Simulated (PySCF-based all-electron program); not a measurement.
The numbers below are computed, except where a source is named.
# Bond force of AlO, doublet

Method: all-electron DFT (in-house code on PySCF), basis-limit composite values; the spin-free Dirac equation, no spin–orbit coupling, spin-unrestricted, lowest state found (another of this spin can lie close). Forces are good to about 0.004 eV/Å. A positive force pushes the atoms apart.

```tsv
r (Å)	PBE (eV/Å)	r2SCAN (eV/Å)
1.4562	9.980	?
1.618	0.427	?
1.7798	-3.308	?
```

(1) What does r2SCAN give at the lengths left open?

(2) Between which listed lengths does the r2SCAN force vanish, and at which of the two is it smaller?

Answers

(1) 1.4562 Å: 9.505 eV/Å; 1.618 Å: -0.066 eV/Å; 1.7798 Å: -3.641 eV/Å.

(2) Between 1.456 and 1.618 Å. The force is smaller at 1.618 Å.
